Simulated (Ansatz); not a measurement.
**SiO2: a rigid scan of the bond length Si2–O3**

The task here is to estimate one member of a computed series from the others.

The runs use Ansatz 0.2.0, Gaussian basis; single points in def2-TZVPP.

Levels: PBE-D4, r2SCAN-D4, PBE0-D4, B3LYP-D4, wB97M-V, Hartree-Fock, MP2, CCSD, CCSD(T). The scan takes 1.295, 1.339, 1.404, 1.480, 1.564, 1.655, 1.751, 1.852, 1.958 Å.

Cores are frozen in the correlated methods. B3LYP uses VWN-RPA correlation.

9 further runs of the same task are left out: 9 set aside as unsound or not needed.

### The system as given

SMILES `O=[Si]=O`, 3 atoms, charge 0, spin multiplicity 1.

Atoms are counted from 1 here; the program's logs count them from 0.

Bond lengths: O1–Si2 1.491 Å, Si2–O3 1.491 Å. Angles: O1–Si2–O3 179.9°.

Geometry (Å):

```csv
atom,x (Å),y (Å),z (Å)
O1,0.6912,1.2173,0.5137
Si2,-0.0007,0.0004,-0.0002
O3,-0.6905,-1.2177,-0.5136
```

The first run:

relax/in.yaml

```yaml
crystal:
  periodic: [false, false, false]
  atoms:
    - {symbol: O, position_ang: [0.691230, 1.217290, 0.513740]}
    - {symbol: Si, position_ang: [-0.000730, 0.000440, -0.000160]}
    - {symbol: O, position_ang: [-0.690510, -1.217740, -0.513580]}
basis:
  gaussian: {orbitals: def2-TZVP}
hamiltonian: {xc: pbe0, dispersion: d4}
relax: {f_tol: 0.005, max_steps: 200}
```

No record of the launch command was kept for these runs.

Among the steps run: Relaxation at PBE0-D4; Reference energies at the minimum; Si2–O3 = 1.295 Å; Si2–O3 = 1.339 Å; Si2–O3 = 1.404 Å; Si2–O3 = 1.480 Å; Si2–O3 = 1.564 Å; Si2–O3 = 1.655 Å; Si2–O3 = 1.751 Å; Si2–O3 = 1.852 Å; Si2–O3 = 1.958 Å.

One table of the session follows, with a row left open; its other results are not shown here.

Energies less that of the minimum at the same level (kJ/mol):

```
bond length (Å)  PBE-D4  PBE0-D4  B3LYP-D4  wB97M-V  Hartree-Fock
          1.295   222.0    197.2     201.3    197.9         157.9
          1.339   132.2    112.5     115.8    112.9          80.5
          1.404    48.7     36.6      38.8     36.7          16.6
          1.480     5.1      2.0       2.6      2.0          -3.1
1.506 (minimum)     0.0      0.0       0.0      0.0           0.0
          1.564     2.0      8.7       7.3      8.8          20.1
          1.655    31.9     48.4      44.5     48.8          76.2
          1.751    84.2    109.9     103.3    110.8         150.8
          1.852       ?        ?         ?        ?             ?
          1.958   222.2    261.6     248.7    262.7         303.6
```

**Question.** Estimate the row for bond length (Å) = 1.852.

Worked estimate for «PBE-D4». A straight line through the neighbours (1.751, 84.2) and (1.958, 222.2) gives 84.2 + (222.2 − 84.2) × (1.852 − 1.751) / (1.958 − 1.751) = 151.5; a parabola fitted to 3 rows on both sides gives 147.2.

**Answer.** PBE-D4: 150.0; PBE0-D4: 183.6; B3LYP-D4: 173.9; wB97M-V: 184.8; Hartree-Fock: 230.4. In «PBE-D4» the line misses by +1.5 and the parabola by -2.8.
